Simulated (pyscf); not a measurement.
PySCF, gas phase, ωB97X-D3(BJ)/def2-SVP geometries.

Question: Estimate the classical barrier height and the reaction energy of H₂N–SiH₃ (SMILES N[SiH3]) + H₂N–SiH₃ (SMILES N[SiH3]) -> H₂N–SiH₂–NH₂ (SMILES N[SiH2]N) + SiH₄ (SMILES [SiH4]) at ωB97M-D3(BJ)/def2-TZVP. The step runs on the singlet surface, breaks N–Si, H–Si and forms N–Si, H–Si; take the separated reactants as zero.

Answer: ΔE‡ = 23.8 kcal/mol, ΔE = -5.7 kcal/mol. Zero-point energy shifts the barrier by +2.2 kcal/mol. It is a four-centre exchange, with an imaginary mode of 168i cm⁻¹. On the reactant side the descent ends in a complex (not fully relaxed), 4.2 kcal/mol under the separated species and 25.6 kcal/mol under the saddle at ωB97X-D3(BJ)/def2-TZVP. At ωB97X-D3(BJ)/def2-TZVP the barrier from the zero used here is 21.4 kcal/mol. One saddle was located; it need not be the lowest between these sides.
